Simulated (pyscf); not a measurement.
Structures and frequencies: ωB97X-D3(BJ)/def2-SVP in PySCF.

Q: •H₂C–CH(CH₃)–Cl (SMILES [CH2]C(C)Cl) → H₂C=CH–Cl (SMILES C=CCl) + CH₃• (SMILES [CH3])
Surface: doublet. Broken: C–C. Formed: none. Give ΔE‡ and ΔE from PBE0-D3(BJ)/def2-TZVP, relative to the reactant's lowest minimum found.

A: ΔE‡ = 38.7 kcal/mol, ΔE = +33.4 kcal/mol. ωB97M-D3(BJ)/def2-TZVP gives 37.6 kcal/mol and +30.0 kcal/mol. Zero-point energy shifts the barrier by -2.9 kcal/mol. It is a bond scission, with an imaginary mode of 557i cm⁻¹. The same reactants have a lower exit, to H₂C=CH–CH₃ + Cl• (no saddle counted: cutting one bond, which may have a small barrier of its own, costs +19.8 kcal/mol at ωB97M-D3(BJ)/def2-TZVP, against +37.6 kcal/mol here). •H₂C–CH(CH₃)–Cl lies 6.2 kcal/mol over its isomer H₃C–C•(CH₃)–Cl (electronic energy, ωB97M-D3(BJ)/def2-TZVP). This is the saddle that the search found; another between the same sides may lie lower.
